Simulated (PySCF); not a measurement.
B3LYP has the VWN-RPA correlation part, as in Gaussian. 

**H₂S, SMILES `S` (charge 0, multiplicity 1)**

These are B3LYP-D3(BJ)/def2-TZVP in PySCF values and carry that method's errors.

| Property | Value |
|---|---|
| HOMO | -7.23 eV |
| dipole moment | 1.11 D |
| LUMO | 0.29 eV |
| HOMO–LUMO gap | 7.51 eV |
| total energy | -399.4268 Ha |
| cost | around 1.1 core-seconds (rough) |

```xyz
3

S      0.0433     0.6173     0.0000
H     -0.9892    -0.2408     0.0000
H      0.9458    -0.3765     0.0000
```
